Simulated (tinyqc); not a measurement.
A ladder of methods, and size consistency: correlation methods against full CI in the sto-6g basis, for BH3, spin multiplicity 1. Computed by the program tinyqc with PySCF. All electrons correlated; +Q is the Davidson correction (1 - c0^2) E_corr. The last columns treat two copies 100 angstrom apart as one system. FCI is the lowest singlet.

Geometry (angstrom):
```
atom        x        y       z
B      0.0000   0.0000  0.0220
H      1.1300   0.0000  0.0000
H     -0.5650   0.9780  0.0000
H     -0.5650  -0.9780  0.0000
```

RHF energy of one = -26.329853 hartree

Correlation energies (hartree):
```
method   E_corr of one  share of FCI (%)  E_corr of two at 100 angstrom  two minus twice one (mhartree)
MP2           -0.03391            69.512                       -0.06781                           0.000
CISD          -0.04768            97.758                       -0.09301                           2.353
CISD+Q        -0.04892           100.295                       -0.09749                           0.349
CCSD          -0.04847            99.368                       -0.09694                           0.000
CCSD(T)       -0.04867            99.772                       -0.09733                           0.000
FCI           -0.04878           100.000                              -                               -
```

What does the comparison show, and why?

MP2 recovers 70 %, CISD 97.8 % and CCSD 99.4 % of the FCI value (c0^2 = 0.974 in CISD). MP2 and coupled cluster are size consistent, so their last column vanishes; CISD loses 2.35 mhartree, since a double excitation on each copy is a quadruple of the pair, and the Davidson correction leaves +0.35.
